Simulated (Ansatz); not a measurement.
## OS (charge -1): a composite energy at a relaxed geometry, step by step

Program: Ansatz 0.2.0 through its Python package.

Interactive session:
```pycon
>>> import ansatz as az
>>> import numpy as np
>>> molecule = (
...     az.Crystal.molecule()
...     .atom("S", (0.0, 0.0, 0.0))
...     .atom("O", (0.0, 0.0, 1.685))
... )
>>> model = (
...     molecule.calculation()
...     .basis(gaussian="def2-SVP")
...     .functional("B3LYP")
...     .charge(-1)
...     .spin("collinear", total=1)
... )
>>> symbols = [site.symbol for site in molecule.cartesian_sites]
>>> start = np.array([site.position_ang for site in molecule.cartesian_sites], dtype=float)
>>> summary = model.relax(force_tolerance=0.01).run(threads=1).report
>>> end = np.array(summary["positions_ang"])
>>> print("final positions (A) and the move of each atom")
final positions (A) and the move of each atom
>>> for symbol, xyz, old in zip(symbols, end, start):
...     print(f"{symbol:2s} {xyz[0]:10.5f} {xyz[1]:10.5f} {xyz[2]:10.5f}   {np.linalg.norm(xyz - old):7.4f}")
...
S     0.00000   -0.00000    0.03006    0.0301
O    -0.00000    0.00000    1.65494    0.0301
>>> minimum = az.Crystal.molecule()
>>> for symbol, place in zip(symbols, end):
...     minimum = minimum.atom(symbol, place.tolist())
...
>>> at_minimum = minimum.calculation().charge(-1).spin("collinear", total=1)
>>> level = lambda method, basis: at_minimum.basis(gaussian=basis).correlation(method).run(threads=1).report
>>> small, large, cluster = level("mp2", "cc-pVDZ"), level("mp2", "cc-pVTZ"), level("ccsd_t", "cc-pVDZ")
>>> corr = lambda each: (each["free_energy_ev"] - each["reference_energy_ev"]) / 27.211386246
>>> mp2_limit = (27 * corr(large) - 8 * corr(small)) / 19
>>> pieces = {"HF / cc-pVTZ": large["reference_energy_ev"] / 27.211386246, "MP2 correlation, DZ-TZ limit": mp2_limit, "CCSD(T) - MP2 / cc-pVDZ": corr(cluster) - corr(small)}
>>> for name, value in pieces.items():
...     print(f"{name:32s} {value:14.6f} Ha")
...
HF / cc-pVTZ                        -472.395963 Ha
MP2 correlation, DZ-TZ limit          -0.433163 Ha
CCSD(T) - MP2 / cc-pVDZ               -0.032965 Ha
>>> print(f"{'sum':32s} {sum(pieces.values()):14.6f} Ha")
sum                                 -472.862092 Ha
>>> print("T1 diagnostic", round(cluster["correlation"]["coupled_cluster"]["t1_diagnostic"], 4))
T1 diagnostic 0.0422
```

Reading the output:
- Total energies depend on the basis set; only differences at equal settings carry meaning.
- The sum leaves out core correlation, relativity, the Hartree-Fock basis error and zero-point energy; a DZ-TZ extrapolation is rough.
- The run takes the species as open-shell (spin multiplicity 2), which needn't be its ground state.
- b3lyp holds the VWN-RPA fit, as in Gaussian; the form of ORCA and Turbomole is b3lyp5.
- Inner cores stay frozen, so this is valence correlation.
- For Al to Cl the sets with a tight d function, cc-pV(X+d)Z, are usual.
- The spin state was assumed, and another may lie lower.
- Anions want diffuse functions, which this basis lacks.
- Run time: 4.9 s on 1 thread of Arm Neoverse V2, on a shared host, peak memory 0.18 GiB.
